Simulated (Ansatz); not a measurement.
Ideal-gas functions of AlH$_{3}$O, SMILES `[OH][AlH2]` at 400 K and 1 bar, from an Ansatz frequency run at PBE0-D4/def2-TZVP.

Molar mass 46.01 g/mol, point group Cs (symmetry number 1), electronic degeneracy 1, moments of inertia 4.517, 35.228, 39.745 u Å². Harmonic wavenumbers (cm⁻¹, unscaled): 433, 488, 617, 671, 769, 865, 1930, 1964, 3961.

Use S(trans) = R[1.5 ln M + 2.5 ln T − 1.1517]; rotational temperatures θ = 24.2544 K / I; S(rot) = R[ln(√π/σ · √(T³/θAθBθC)) + 1.5]; for each mode x = 1.438777 ν̃/T, S = R[x/(eˣ − 1) − ln(1 − e⁻ˣ)] and H = RT x/(eˣ − 1); 1 cm⁻¹ = 0.0119627 kJ/mol; R = 8.31446 J/(mol·K).

Problem. By hand: the entropy, in J/(mol·K).

Solution. Translation 162.7. Rotation: θ = 5.3696, 0.6885, 0.6103 K, giving 88.6. Vibration, mode by mode: 5.42, 4.63, 3.21, 2.75, 2.08, 1.58, 0.06, 0.06, 0.00, in all 19.8. Electronic 0.0. Sum 271.1 J/(mol·K).

Problem. By hand: H − E and G − E in kJ/mol, counted from the electronic energy.

Solution. Zero-point energy ½ × 11698 × 0.0119627 = 70.0; thermal vibration 5.4; translation, rotation and pV give 4 RT = 13.3. H − E = 88.7 kJ/mol, and G − E = 88.7 − 400 × 271.1/1000 = -19.7 kJ/mol.

Vibration gives 7 % of the entropy.
